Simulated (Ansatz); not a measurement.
System: grey tin (α-Sn). Method: r²SCAN (Ansatz, an electronic-structure program, plane waves, PAW).

Run with plane-wave cutoff 600 eV, 20×20×20 k mesh, Fermi–Dirac smearing 0.05 eV, finite displacements, scalar-relativistic PAW data made under PBE.

The cell has the measured lattice parameters. Conventional cell: a = 6.4830 Å, b = 6.4830 Å, c = 6.4830 Å, α = 90.00°, β = 90.00°, γ = 90.00°.

Harmonic phonon frequencies (cm⁻¹; i marks an imaginary mode):

| q point | frequencies |
|---|---|
| Γ | 0 0 0 199 199 199 |
| X | 37 37 158 158 189 189 |
| L | ___ |

Q: Fill in the missing entries.

A: 
- L, frequencies: 32 32 139 167 195 195

Measured, for comparison: zone-centre TO phonon frequency 200 cm⁻¹ (low temperature, zero-point motion not removed; as tabulated in Tanner et al. (2021), arXiv:2110.11888). Computed (rounded) less measured: zone-centre TO phonon frequency -0.5 %.

No imaginary mode appears at these points.

Note: the solid has no gap at this level, which affects its response; the cell isn't this level's own, so it is under some stress, which shifts stiffness and frequencies.
